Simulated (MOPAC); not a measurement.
MOPAC input (AM1):

```
AM1 PRECISE GNORM=0.05 LET XYZ CHARGE=-1 GEO-OK AUX(PRECISION=9) THREADS=1
C2H4Cl

C    -0.01183665 1    0.99144419 1    0.16305088 1
C     1.48020722 1    0.71088388 1    0.05518583 1
Cl   -0.83320109 1   -0.80067899 1   -0.03691672 1
H    -0.32290259 1    1.38674071 1   -0.81937582 1
H     1.98476567 1    1.68889719 1    0.00569105 1
H     1.86225212 1    0.20273138 1    0.94920951 1
H     1.83008002 1    0.11920500 1   -0.81736090 1
```

What heat of formation does the run end on?

6.03 kcal/mol.
